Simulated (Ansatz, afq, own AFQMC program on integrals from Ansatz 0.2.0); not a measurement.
# SiH₃+ (singlet): AFQMC on the coupled-cluster ladder at distance Si1–H3 = 1.472 Å, cc-pVDZ, part 2 of 2

Ansatz 0.2.0, Gaussian basis, and an in-house AFQMC program (afq) on its integrals; all values are calculated; cc-pVDZ, frozen cores.

## (14) Phaseless AFQMC, single-determinant trial on RHF

It reads the integrals that the CCSD(T) run on this determinant wrote.

Run with:

```console
$ afq ham --method phaseless --trial hf --walkers 4000 --populations 20 --least-time 40 --time-step 0.005 --steps-per-block 20 --equilibration-blocks 112 --max-blocks 4000 --target-error 0.0007499999999999999 --factor-cut 1e-05 --seed 4359 --taylor-order 6
```

The program printed:

```text
orbitals 28  electrons 3 3  factors 202 of 311
reference energy -290.34672599 Eh
CCSD correlation -0.10847745 Eh in 9 cycles, weight of the determinant in the CISD state 0.9382
energy of the start -290.346726 Eh
 block  time / (1/Eh)  mean weight  energy / Eh
     1     0.100  1.0004  -290.366234
     2     0.200  1.0009  -290.381722
     3     0.300  1.0006  -290.393867
     4     0.400  1.0005  -290.403855
     5     0.500  1.0005  -290.411677
     6     0.600  1.0003  -290.418192
     7     0.700  1.0002  -290.423638
     8     0.800  1.0003  -290.428393
     9     0.900  1.0001  -290.432558
    10     1.000  1.0003  -290.435704
    13     1.300  1.0003  -290.442736
    17     1.700  1.0000  -290.447725
    21     2.100  1.0000  -290.452544
    25     2.500  1.0000  -290.456060
    29     2.900  1.0000  -290.456735
    33     3.300  1.0001  -290.456811
    37     3.700  0.9999  -290.457380
    41     4.100  1.0000  -290.461211
    45     4.500  1.0000  -290.456278
    49     4.900  1.0000  -290.457029
    53     5.300  0.9999  -290.457247
    57     5.700  1.0000  -290.457632
    61     6.100  1.0000  -290.459116
    65     6.500  0.9998  -290.458776
    69     6.900  0.9999  -290.458327
    73     7.300  1.0001  -290.457523
    77     7.700  0.9999  -290.456635
    81     8.100  0.9999  -290.458926
    85     8.500  1.0001  -290.459644
    89     8.900  1.0001  -290.459277
    93     9.300  1.0001  -290.458468
    97     9.700  1.0000  -290.457372
   101    10.100  1.0001  -290.458162
   105    10.500  1.0000  -290.457178
   109    10.900  1.0000  -290.458892
   113    11.300  0.9998  -290.457840
   117    11.700  1.0001  -290.458359
   121    12.100  1.0001  -290.459748
   125    12.500  0.9999  -290.460231
   129    12.900  1.0004  -290.461452
   133    13.300  1.0001  -290.458625
   137    13.700  1.0000  -290.459391
   141    14.100  1.0002  -290.458224
   145    14.500  1.0000  -290.456161
   149    14.900  1.0001  -290.457726
   153    15.300  0.9999  -290.458371
   157    15.700  0.9999  -290.458773
   161    16.100  1.0000  -290.457261
   165    16.500  0.9999  -290.456488
   169    16.900  1.0000  -290.458189
   173    17.300  0.9999  -290.460502
   177    17.700  0.9997  -290.457771
   181    18.100  1.0001  -290.458554
   185    18.500  1.0000  -290.457329
   189    18.900  1.0000  -290.455978
error from the spread of 20 populations
energy -290.458338 +/- 0.000603 Eh
```

It took 18 s on 1 × NVIDIA H100 80GB HBM3 with 2 threads of AMD EPYC 7R13 (Zen 3), shared host; peak host memory 1.5 GiB.

Energy -7903.7740 ± 0.0164 eV. Caveats: constraint bias not in the error.

## (15) Free-projection AFQMC, CISD trial on RHF

It reads the integrals that the CCSD(T) run on this determinant wrote.

Run with:

```console
$ afq ham --method free --trial cisd --walkers 4000 --time-step 0.03 --max-blocks 4000 --target-error 0.0003 --factor-cut 1e-05 --seed 3200 --times 0,0.3,0.6,1.2,1.8,2.4,3.6,4.8,6 --taylor-order 8
```

The program printed:

```text
orbitals 28  electrons 3 3  factors 202 of 311
reference energy -290.34672599 Eh
CCSD correlation -0.10847745 Eh in 9 cycles, weight of the determinant in the CISD state 0.9382
repeat  energy at the last time / Eh  error
    10  -290.457297  0.000051
    20  -290.457295  0.000041
    30  -290.457287  0.000035
time / (1/Eh)  energy / Eh  error  mean overlap
  0.00  -290.455193  0.000010  1.0658
  0.30  -290.456205  0.000009  1.0650
  0.60  -290.456684  0.000012  1.0639
  1.20  -290.457049  0.000016  1.0633
  1.80  -290.457175  0.000011  1.0608
  2.40  -290.457205  0.000013  1.0634
  3.60  -290.457203  0.000020  1.0717
  4.80  -290.457270  0.000025  1.0656
  6.00  -290.457293  0.000034  1.0636
energy -290.457293 +/- 0.000034 Eh
```

Wall time 12 s (1 × NVIDIA H100 80GB HBM3 with 2 threads of AMD EPYC 7R13 (Zen 3), shared host); peak host memory 1.5 GiB.

Energy -7903.7456 ± 0.0009 eV. Caveats: remainder of the start not in the error.

## (16) UHF

The input, in.yaml:

```yaml
crystal:
  periodic: [false, false, false]
  atoms:
    - {symbol: Si, position_ang: [0.000000, 0.000000, 0.000000]}
    - {symbol: H, position_ang: [1.471943, 0.014227, -0.000096]}
    - {symbol: H, position_ang: [-0.748293, 1.267623, -0.002905]}
    - {symbol: H, position_ang: [-0.723650, -1.281850, 0.003001]}
basis:
  gaussian: {orbitals: cc-pVDZ}
total_charge: 1
magnetization: {spin_polarized: true, initial_magnetization: 0}
hamiltonian: {xc: hf}
output: {orbitals: {seedname: orbitals}}
```

Run with:

```console
$ ansatz run in.yaml --threads 1 --pin off --events-out ev --progress --plain --max-ram 24576MiB --backend cuda --devices 0, --max-vram 18GiB
```

The program printed:

```text
Functional definition: HF
  name "HF"
  cite "Fock, Z. Phys. 61, 126 (1930) doi:10.1007/BF01340294"
  parent pbe
  exchange = exact_x
  correlation = 0
311 factors; integrals over basis functions are off by at most 1.2e-3 eV
mean field evaluation 1: about -7900.4197 eV, gradient 5.6e0 eV
mean field evaluation 2: about -7900.4193 eV, gradient 5.6e0 eV
mean field evaluation 4: about -7900.7369 eV, gradient 1.2e-1 eV
mean field evaluation 8: about -7900.7369 eV, gradient 2.7e-5 eV
mean field -7900.73690624 eV, -290.3467259926 hartree, gradient 2.7e-5 eV, S^2 0.000000; 0 other end points of the search recorded, 0 dependent functions left out
reference -7900.73690624 eV, -290.3467259926 hartree; 8, 8 occupied and 25, 25 virtual orbitals, 311 factors
Total energy: -7900.73690624 eV, -290.3467259926 hartree
```

It took 32 s on 1 × NVIDIA H100 80GB HBM3 with 1 thread of AMD EPYC 7R13 (Zen 3), shared host; peak host memory 1.5 GiB.

From the report: ⟨S²⟩ of the determinant 0.000 (pure singlet: 0.00).

## (17) All levels side by side

On the RHF determinant, counted from full CI (exact for this spin and basis):

```
                                                              level  energy (eV)  from full CI (kcal/mol)  statistical error (kcal/mol)  time
                                                                 HF   -7900.7369                   +69.36                                    
                                                                MP2   -7903.0126                   +16.88                                    
                                                               CCSD   -7903.6887                    +1.28                                    
                                                            CCSD(T)   -7903.7305                    +0.32                                    
                                                           CCSDT(Q)   -7903.7442                    +0.01                                    
                                                             CCSDTQ   -7903.7445                     0.00                                    
                                                            full CI   -7903.7444                     0.00                                    
              Phaseless AFQMC, CISD trial, step 0.005, 4000 walkers   -7903.7449                    -0.01                          0.02  24 s
Phaseless AFQMC, single-determinant trial, step 0.005, 4000 walkers   -7903.7740                    -0.68                          0.38  18 s
         Free-projection AFQMC, CISD trial, step 0.03, 4000 walkers   -7903.7456                    -0.03                          0.02  12 s
```

The functionals' totals stand on their own zeros and serve differences with other points: PBE -7912.032 eV; r2SCAN -7915.482 eV; PBE0 -7912.957 eV; B3LYP -7917.110 eV; wB97M-V -7915.562 eV; B2PLYP -7912.958 eV.

## (18) What came out

The summary covers parts 1 to 2.

| quantity | value |
| --- | --- |
| CCSD(T) on RHF from full CI | +0.32 kcal/mol |
| Phaseless AFQMC, CISD trial on RHF from full CI | -0.01 ± 0.02 kcal/mol |
| Phaseless AFQMC, single-determinant trial on RHF from full CI | -0.68 ± 0.38 kcal/mol |
| Free-projection AFQMC, CISD trial on RHF from full CI | -0.03 ± 0.02 kcal/mol |

**Reading.** On RHF the phaseless walk with the CISD trial lies -0.01 kcal/mol from full CI, within three error bars. Free projection has no constraint; at the last time it gives -0.03 ± 0.02 kcal/mol. Error bars are statistical and leave out the constraint, the time step and what remains of the start.
